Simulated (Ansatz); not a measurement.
```yaml
crystal:
  periodic: [false, false, false]
  atoms:
    - {symbol: B, position_ang: [-1.401325, -0.078790, -0.001158]}
    - {symbol: N, position_ang: [-0.103466, 0.170305, 0.001409]}
    - {symbol: Si, position_ang: [1.504791, -0.091515, -0.000251]}
basis:
  gaussian: {orbitals: def2-TZVP}
hamiltonian: {xc: pbe0}
relax: {f_tol: 0.004, max_steps: 80}
```

```sh
$ ansatz run in.yaml --threads 1 --pin off --events-out ev --progress --plain --max-ram 2176MiB
```

Steps of the relaxation (energy above the last step; positions in Å, forces in eV/Å):

```
3
step 1, 108.0 meV
B    -1.401   -0.079   -0.001   -2.060   -0.371   -0.004
N    -0.103    0.170    0.001    4.124    0.016    0.002
Si    1.505   -0.092    0.000   -2.064    0.355    0.002
```

```
3
step 2, 27.4 meV
B    -1.411   -0.080   -0.001   -0.746   -0.106   -0.001
N    -0.085    0.170    0.001    1.754   -0.089    0.000
Si    1.496   -0.090    0.000   -1.008    0.194    0.001
```

```
3
step 3, 8.9 meV
B    -1.414   -0.079   -0.001   -0.073    0.031    0.000
N    -0.072    0.166    0.001   -0.037   -0.052    0.000
Si    1.486   -0.087    0.000    0.111    0.021    0.000
```

```
3
step 4, 5.1 meV
B    -1.423   -0.060   -0.001   -0.075    0.020    0.000
N    -0.071    0.130    0.001    0.003   -0.038    0.000
Si    1.494   -0.070    0.000    0.072    0.018    0.000
```

```
3
step 6, 1.0 meV
B    -1.434   -0.023   -0.001   -0.008    0.012    0.000
N    -0.070    0.062    0.001    0.001   -0.022    0.000
Si    1.504   -0.038    0.000    0.007    0.010    0.000
```

```
3
step 9, 0.0 meV
B    -1.437    0.009    0.000    0.000    0.000    0.000
N    -0.070    0.001    0.000    0.001    0.000    0.000
Si    1.507   -0.010    0.000   -0.001    0.000    0.000
```

Close pairs at the end: B1–N2 1.366 Å, N2–Si3 1.578 Å.

A stationary point of restricted PBE0 after 9 steps (its stability towards spin polarisation wasn't tested); no frequencies were run, so it isn't proven a minimum. 23 s on 1 thread of Intel Xeon Platinum 8375C, shared host.
